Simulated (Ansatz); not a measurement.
## Bands of NiO

```
Ni O
1.0
     0.00000    2.10848    2.10848
     2.10848    0.00000    2.10848
     2.10848    2.10848    0.00000
Ni O
1 1
Cartesian
  0.0000 0.0000 0.0000
  2.1085 2.1085 2.1085
```

Atom numbers follow the list: Ni1, O2.

The cell was built from the rocksalt type and relaxed in the same program, and has space group Fm-3m; it needn't be a known or the stable phase.

Semilocal functionals without U often leave such compounds metallic or with too small a gap, and the real magnetic order may differ.

Other magnetic orders may lie lower; this is the state that the run reached.

Computed with DFT, PBE, all-electron LAPW, scalar-relativistic in Ansatz 0.2.0.

Settings: a Γ-centred 16×16×16 k mesh, Fermi–Dirac smearing of 0.03 eV, basis error target 1 meV/atom, spin-polarised from start moments Ni1 1.5 μB, ending with a cell moment of 1.85 μB.

Points in fractions of the reciprocal vectors of this cell: Γ (0, 0, 0), X (0.5, 0, 0.5), U (0.625, 0.25, 0.625), K (0.375, 0.375, 0.75), L (0.5, 0.5, 0.5), W (0.5, 0.25, 0.75). The path joins them by straight lines in the order Γ–X–U–K–Γ–L–W–X; legs that retrace an earlier one aren't tabulated. Energies are in eV from the Fermi level.

Q: Is there a gap?

A: none: bands cross the Fermi level, a metal.

Q: List the levels between -20 and 10 eV at the symmetry points.

A: 
Γ spin-up: -3.22 (×2), -2.88 (×3), -2.63 (×3), 1.32
Γ spin-down: -19.64, -2.35 (×3), -1.80 (×3), -0.45 (×2), 1.69
X spin-up: -18.75, -6.69, -4.15 (×2), -3.45, -2.90, -2.39, -1.67 (×2), 5.87
X spin-down: -18.20, -6.33, -3.67 (×2), -2.73, -0.76 (×2), -0.03, 0.45, 6.34
U spin-up: -18.68, -6.34, -6.13, -5.23, -2.63, -1.94, -1.79, -1.56, -1.26, 7.49
U spin-down: -18.13, -5.95, -5.60, -4.19, -1.59, -0.89, -0.67, 0.58, 1.09, 7.97
K spin-up: -18.68, -6.34, -6.13, -5.23, -2.63, -1.94, -1.79, -1.56, -1.26, 7.49
K spin-down: -18.13, -5.95, -5.60, -4.19, -1.59, -0.89, -0.67, 0.58, 1.09, 7.97
L spin-up: -18.80, -7.99, -5.79 (×2), -1.98 (×2), -1.45, 0.18 (×2), 5.47, 9.65
L spin-down: -18.28, -7.60, -4.58 (×2), -0.93 (×2), -0.58, 2.26 (×2), 5.66
W spin-up: -18.64, -5.96 (×2), -5.87, -2.52, -1.90 (×2), -1.67, -1.35, 8.16
W spin-down: -18.10, -5.54 (×2), -4.95, -1.06 (×2), -0.76, 0.34, 1.07, 8.73
